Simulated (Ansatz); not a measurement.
Al$_{2}$ClH$_{3}$, SMILES `[AlH2][AlH][Cl]`. Total charge 0; spin multiplicity 1. The structure was optimised at the PBE0-D4/def2-TZVP level.

```xyz
6

Al   -1.212    0.602    0.114
Al    1.196   -0.363   -0.084
Cl    1.371   -2.453   -0.353
H    -1.458    2.157    0.352
H    -2.485   -0.344    0.001
H     2.587    0.401   -0.030
```

(1) What is the dipole moment at ωB97M-V/def2-TZVPP? (Best estimate.)

(2) And with PBE, r2SCAN, B3LYP? (An estimate is asked.)

(3) Give the Mulliken charges with ωB97M-V, B3LYP, r2SCAN in def2-TZVPP. (Best estimate.)

Results:

(1) The calculation gave: 1.48 D, with components (-0.44, 1.40, 0.19) D in this frame, pointing from negative to positive charge.

(2) Ansatz gave: PBE 1.33 D, r2SCAN 1.38 D, B3LYP 1.45 D.

(3) Ansatz gave: 
| atom | ωB97M-V | B3LYP | r2SCAN |
| --- | --- | --- | --- |
| Al1 | 0.23 | 0.28 | 0.34 |
| Al2 | 0.33 | 0.38 | 0.41 |
| Cl3 | -0.24 | -0.27 | -0.27 |
| H4 | -0.11 | -0.13 | -0.16 |
| H5 | -0.10 | -0.13 | -0.15 |
| H6 | -0.11 | -0.13 | -0.16 |

B3LYP here is the variant with VWN-RPA as its local correlation; programs differ in this.
